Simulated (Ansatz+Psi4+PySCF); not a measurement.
Values are calculated unless marked as measured or tabulated.
Input for Ansatz (development build ahead of 0.2.0):

```yaml
crystal:
  periodic: [false, false, false]
  atoms:
    - { symbol: "N", position_ang: [0.0, 0.0, 0.12993] }
    - { symbol: H, position_ang: [0.0, 0.0, -0.9095] }
basis:
  gaussian: { orbitals: cc-pVTZ }
magnetization:
  initial_magnetization: 2
hamiltonian:
  xc: hf
correlation:
  method: mp2
  frozen_orbitals: { H: 0, "N": 1 }
scf:
  omitted_lower_state_checks: [stability, starts, atomic_configurations, cluster_reference, orbital_swaps, given_window_search, neighbouring_geometries, increment]
```

The input is written out in the form of the current development build from the run's settings. Correlation on restricted open-shell orbitals is semicanonical, with singles.

Output:

| Quantity | Value |
| --- | --- |
| Converged | yes |
| Reference energy | -54.97346 hartree |
| Correlation energy | -0.14492 hartree |
| Total energy | -55.11838 hartree |
| Spin squared of the determinant | 2.000 |
| Occupied orbitals by symmetry in an Abelian subgroup (alpha; beta) | 3 A1 1 B1 1 B2; 3 A1 |
